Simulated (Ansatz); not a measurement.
**How far each method lies from UCCSDT(Q) for CF2, triplet**

Geometry: that of the CF2, singlet, kept fixed.

```xyz
3

C     0.0000   -0.6012    0.0000
F     0.0000    0.1901   -1.0264
F     0.0000    0.1901    1.0264
```

Basis cc-pVDZ; Ansatz 0.2.0. Only valence electrons are correlated (noble-gas cores frozen), which leaves 18 electrons in 39 orbitals. Prefix R: restricted or restricted open-shell reference; prefix U: unrestricted. Active spaces: valence = (14e, 10o, short of the full valence) chosen from the atoms' valence shells.

Full CI isn't at hand for all of this; UCCSDT(Q) serves as the reference, and is uncertain by the last step of the cluster series or more. The frozen core follows each run's orbitals, which can shift R against U totals by a few meV.

For open shells CISD is restricted-active-space CI with the open shells as a complete middle space.

The UHF ⟨S²⟩ is 2.007. The T1 diagnostic (RCCSD) is 0.0208, the largest doubles amplitude (RCCSD) is 0.024 and the T1 diagnostic (UCCSD) is 0.0176.

| level | E − E(UCCSDT(Q)) (kcal/mol) | share of correlation (%) | wall time |
| --- | --- | --- | --- |
| RHF | 298.47 | 0.00 | – |
| UHF | 296.23 | 0.75 | – |
| RMP2 | 14.62 | 95.10 | – |
| UMP2 | 14.48 | 95.15 | – |
| CISD | 29.24 | 90.20 | 11 s |
| RCCSD | 6.53 | 97.81 | – |
| UCCSD | 6.50 | 97.82 | – |
| RCCSD(T) | 1.03 | 99.65 | 6 s |
| UCCSD(T) | 1.03 | 99.66 | 6 s |
| BCCD(T) | 0.91 | 99.70 | 1.7 s |
| RCCSDT | 0.59 | 99.80 | – |
| UCCSDT | 0.58 | 99.81 | – |
| RCCSDT(Q) | 0.10 | 99.97 | 74 s |
| CASSCF (valence space) | 255.71 | 14.33 | – |
| NEVPT2 (valence space) | 26.54 | 91.11 | 3.5 s |
| MRCISD (valence space) | 20.54 | 93.12 | – |
| MRCISD+Q (valence space) | 3.31 | 98.89 | 9.5 s |

The correlation energy at UCCSDT(Q), counted from RHF, is -12.943 eV. That run took 58 s on 1 thread of Arm Neoverse V1, shared host.

Times hold each run's SCF and search for its determinant on a shared host, so for small cases they say little of a method's own cost; they ran on 1 thread of Arm Neoverse V1. Some runs computed forces too.

Natural occupations of CASSCF (valence space) about the gap: 1.995 1.982 1.974 1.007 1.005 0.027 0.022; effectively unpaired electrons, Σ n²(2−n)², 2.01.
